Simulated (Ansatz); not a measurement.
Geometry optimisation, RKS B3LYP-D4/def2-SVP in Ansatz 0.2.0.

The input (input.yaml):

```yaml
crystal:
  periodic: [false, false, false]
  atoms:
    - { symbol: B, position_ang: [0.0, 0.0, 0.0] }
    - { symbol: C, position_ang: [0.0, 0.0, 1.6] }
    - { symbol: H, position_ang: [-0.9996, -0.3092, 1.9705] }
    - { symbol: H, position_ang: [0.7676, -0.7111, 1.9705] }
    - { symbol: H, position_ang: [0.232, 1.0203, 1.9705] }
    - { symbol: F, position_ang: [1.1431, 0.0, -0.66] }
    - { symbol: H, position_ang: [-1.0305, 0.0, -0.595] }
basis:
  gaussian: { orbitals: def2-SVP }
hamiltonian:
  xc: b3lyp
  dispersion: d4
relax:
  f_tol: 0.02
  max_steps: 40
output:
  orbitals: {}
```

Launched with:

```bash
$ ansatz run input.yaml --threads 1 --pin off --max-ram 2048MiB --backend cpu --events-out ev --progress --plain --runs-dir out
```

Problem. Where does it end, and by what steps?

Solution. The forces met the threshold. The force dipped under the threshold on the way, but the program's further checks kept it going. After 12 steps the energy has fallen by 0.068 eV; H7 moved furthest, 0.42 Å.

```
step  energy less start (eV)  largest force component (eV/Å)  accepted
   0                  0.0000                           1.480       yes
   1                 -0.0465                           0.692       yes
   2                 -0.0473                           0.501       yes
   3                 -0.0562                           0.177       yes
   4                 -0.0573                           0.208       yes
   5                 -0.0588                           0.354       yes
   6                 -0.0655                           0.037       yes
   7                 -0.0667                           0.010       yes
   8                 -0.0493                           0.487        no
   9                 -0.0670                           0.085       yes
  10                 -0.0590                           0.347        no
  11                 -0.0676                           0.005       yes
  12                 -0.0678                           0.017       yes
```

```xyz
7
Properties=species:S:1:pos:R:3
B 0.000 0.009 0.024
C 0.021 -0.018 1.585
H -0.867 -0.550 1.970
H 0.930 -0.466 2.014
H -0.075 1.019 1.960
F 1.051 -0.400 -0.677
H -0.948 0.407 -0.619
```

The run took 16 s on 1 thread of Arm Neoverse V2, with other jobs on the host, peak memory 0.13 GiB.
